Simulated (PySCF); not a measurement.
Several molecules and their computed UV-vis stick spectra, shuffled. Computed, not measured: TDDFT CAM-B3LYP/def2-SVPD, vertical, gas phase, core orbitals frozen in the response in PySCF 2.14.0, density-fitted response routines. Geometries: GFN2-xTB; one conformer of each isolated species. Triplets are in the Tamm–Dancoff approximation.

A. `Cc1occp1`
B. `C=C(C)P=C=O`
C. `CC(=O)C(C)C`
D. `C#CCO`
E. `C1CCOCC1`

Lowest singlet levels (six at most, fewer where fewer were computed) with oscillator strengths:

1. 5.30 eV (f 0.151); 5.99 eV (f 0.010); 6.08 eV (f 0.002); 6.10 eV (f 0.009); 6.42 eV (f 0.003); 6.74 eV (f 0.250); T1 3.17 eV
2. 7.21 eV (f 0.007); 7.76 eV (f 0.057); 7.91 eV (f 0.039); 8.04 eV (f 0.006); 8.42 eV (f 0.002); 8.54 eV (f 0.008); T1 7.04 eV
3. 6.21 eV (f 0.000); 6.82 eV (f 0.005); 6.96 eV (f 0.003); 7.13 eV (f 0.002); 7.64 eV (f 0.009); 7.96 eV (f 0.074); T1 5.41 eV
4. 4.50 eV (f 0.000); 6.98 eV (f 0.015); 8.02 eV (f 0.010); 8.11 eV (f 0.001); 8.15 eV (f 0.058); 8.25 eV (f 0.004); T1 3.94 eV
5. 2.61 eV (f 0.001); 4.80 eV (f 0.049); 5.77 eV (f 0.001); 5.95 eV (f 0.247); 5.99 eV (f 0.015); 6.36 eV (f 0.002); T1 2.28 eV

Task: Match each spectrum to its molecule.

Result: 1 = A, 2 = E, 3 = D, 4 = C, 5 = B.
- A: S1 at 5.30 eV, HOMO→LUMO (94%); Löwdin shares by element: HOMO carbon 56% or more, phosphorus 27% (atoms not listed hold the other 18%); LUMO carbon 36% or more, phosphorus 34%, oxygen 14% (atoms not listed hold the other 15%); HOMO -7.75 and LUMO 0.39 eV; point group Cs.
- B: S1 at 2.61 eV, HOMO→LUMO (96%); Löwdin shares by element: HOMO carbon 36% or more, phosphorus 34%, oxygen 15% (atoms not listed hold the other 16%); LUMO carbon 45% or more, oxygen 28%, phosphorus 21%; HOMO -7.63 and LUMO -0.84 eV; point group Cs.
- C: S1 at 4.50 eV, HOMO→LUMO (94%); S1 has the pattern of n→π* at C=O; HOMO -8.64 and LUMO 0.79 eV.
- D: S1 at 6.21 eV, HOMO→LUMO (57%), HOMO→LUMO+1 (12%), HOMO→LUMO+4 (11%); Löwdin shares by element: HOMO carbon 72%, oxygen 14%; LUMO oxygen 30%, carbon 29% or more, hydrogen 17% or more (atoms not listed hold the other 25%); HOMO -9.16 and LUMO 0.83 eV; point group Cs, 1 of its 6 listed states under f = 0.0005.
- E: S1 at 7.21 eV, HOMO→LUMO (82%); Löwdin shares by element: HOMO oxygen 52%, carbon 26% or more (atoms not listed hold the other 22%); LUMO carbon 38% or more (atoms not listed hold the other 62%); HOMO -8.64 and LUMO 1.42 eV; point group Cs.
